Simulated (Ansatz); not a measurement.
**What a trial cell of K3C2 relaxes into**

These are results of DFT PBE, scalar-relativistic, plane waves, PAW in Ansatz 0.2.0, not measurements. Cutoff 420 eV, Γ-centred k mesh, Gaussian smearing, collinear spin, first started from parallel moments.

The start puts K3C2 on the sites of a reported Zr3Ga2 cell (P4/mbm, No. 127), with C in place of Ga, K in place of Zr, at a guessed volume.

```xyz
10
Lattice="8.3734 0.0000 0.0000 0.0000 8.3734 0.0000 0.0000 0.0000 4.2066" Properties=species:S:1:pos:R:3 pbc="T T T"
K     0.0000    0.0000    0.0000
K     4.1867    4.1867    0.0000
K     1.5072    5.6939    2.1033
K     2.6795    1.5072    2.1033
K     6.8662    2.6795    2.1033
K     5.6939    6.8662    2.1033
C     3.1819    7.3686    0.0000
C     1.0048    3.1819    0.0000
C     5.1915    1.0048    0.0000
C     7.3686    5.1915    0.0000
```

Cell and atoms relax at zero pressure; the relaxation can't lower the symmetry of the start. After a coarse first stage the cell is made exact in the group found at 0.06 Å.

The zero of energy is the elements' standard structures at the same level; no fitted shifts are applied.

What does it relax into?

It keeps P4/mbm (No. 127), but not the shape of the type it started on. Conventional cell: a = 7.735 Å, c = 4.972 Å. Around K on Wyckoff site a (2 atoms of the primitive cell) lie 4 C at 3.45 Å, 8 K at 3.82 Å and 4 C at 4.34 Å; K on Wyckoff site h (4 atoms of the primitive cell) is coordinated by 4 C at 3.13 Å, 1 K at 3.57 Å, 4 K at 3.82 Å, 2 C at 3.93 Å and 4 K at 4.09 Å; C is coordinated by 1 C at 1.27 Å.

```
K C
1.0
     7.73493    0.00000    0.00000
     0.00000    7.73493    0.00000
     0.00000    0.00000    4.97187
K C
6 4
Direct
  0.00000 0.00000 0.00000
  0.50000 0.50000 0.00000
  0.16338 0.66338 0.50000
  0.33662 0.16338 0.50000
  0.83662 0.33662 0.50000
  0.66338 0.83662 0.50000
  0.44186 0.94186 0.00000
  0.05814 0.44186 0.00000
  0.55814 0.05814 0.00000
  0.94186 0.55814 0.00000
```

What are its volume, energy, gap and moment?

The volume per atom is 29.75 Å³ and the density is 1.58 g/cm³. The energy over the elements is 0.41 eV/atom, the gap on the 6×6×8 mesh is 0 eV (a metal) and the net moment per atom is 0.19 μB. The largest site moment is 0.10 μB.

The final run used a 6×6×8 mesh on its 10-atom cell and 0.10 eV smearing. For metals, differences of a few meV/atom aren't resolved. A structure relaxed within its symmetry needn't be a true minimum. The steps took roughly 7 core-minutes in all.